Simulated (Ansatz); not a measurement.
Relaxation of BH4MgSi (7 atoms, charge 0, multiplicity 2), to a largest force component of 0.015 eV/Å in at most 40 steps.

The calculation used UKS BLYP/def2-SVP in Ansatz.

```xyz
7
Properties=species:S:1:pos:R:3
B -1.186 0.093 -0.662
Si 0.433 0.206 0.306
Mg 0.604 0.902 2.741
H -2.189 -0.245 -0.138
H -1.207 0.215 -1.836
H 1.522 1.238 0.003
H 1.285 -1.015 0.661
```

Problem. Where does it end, and by what steps?

Solution. The forces met the threshold. After 20 steps the energy has fallen by 0.886 eV; Mg3 moved furthest, 1.82 Å. Joined: B1–Mg3 (3.93 → 2.41 Å).

| step | energy less start (eV) | largest force component (eV/Å) | accepted |
| --- | --- | --- | --- |
| 0 | 0.0000 | 1.855 | yes |
| 1 | -0.3385 | 0.907 | yes |
| 2 | -0.5114 | 0.570 | yes |
| 3 | -0.6016 | 0.325 | yes |
| 4 | -0.6607 | 0.243 | yes |
| 5 | -0.6992 | 0.125 | yes |
| 6 | -0.7142 | 0.290 | yes |
| 7 | -0.7138 | 0.340 | no |
| 8 | -0.7238 | 0.038 | yes |
| 9 | -0.7288 | 0.055 | yes |
| 10 | -0.7372 | 0.035 | yes |
| 11 | -0.7539 | 0.116 | yes |
| 12 | -0.7789 | 0.124 | yes |
| 13 | -0.8135 | 0.188 | yes |
| 14 | -0.8511 | 0.161 | yes |
| 15 | -0.8702 | 0.196 | yes |
| 16 | -0.8726 | 0.210 | yes |
| 17 | -0.8825 | 0.187 | yes |
| 18 | -0.8813 | 0.124 | no |
| 19 | -0.8852 | 0.043 | yes |
| 20 | -0.8856 | 0.010 | yes |

```xyz
7
Properties=species:S:1:pos:R:3
B -0.967 0.209 -0.249
Si 0.886 -0.171 -0.108
Mg -0.974 1.279 1.911
H -1.792 -0.591 0.160
H -1.347 1.255 -0.749
H 1.987 0.782 -0.477
H 1.468 -1.369 0.587
```

Whether the end is a true minimum wasn't checked by a vibrational analysis.

The run took 39 s on 1 thread of Intel(R) Xeon(R) Platinum 8488C (Sapphire Rapids), on a shared host, peak memory 0.19 GiB.
